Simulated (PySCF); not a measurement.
**How methods differ on the ionisation energy of S**

S [Ne] 3s2 3p4 (3P) → S⁺ [Ne] 3s2 3p3 (4S), as a difference of total energies. Calculation: PySCF 2.14, in aug-cc-pVDZ-DK (5s4p2d, 27 functions); scalar relativity by spin-free X2C-1e. Correlated levels: valence: [Ne] frozen. The calculations carry no spin-orbit coupling.

```csv
method,ionisation energy (eV),plus first-order spin-orbit estimate,error of that sum (eV)
UHF,9.207,9.231,-1.129
LDA,10.539,10.562,+0.202
PBE,10.397,10.420,+0.060
PBE0,10.377,10.400,+0.040
r2SCAN,10.346,10.370,+0.010
BLYP,10.391,10.415,+0.055
B97-3,10.521,10.545,+0.185
MN15,10.276,10.300,-0.060
HSE06,10.380,10.404,+0.044
MP2 (valence),9.759,9.782,-0.578
SCS-MP2 (valence),9.786,9.809,-0.551
```

Reference: 10.360 eV (measured; NIST Atomic Spectra Database, ionization energies).

A first-order spin-orbit estimate (lowest level to lowest level, LS coupling) adds 0.023 eV.

Errors of the correlated levels include the incompleteness of this basis and the frozen core.
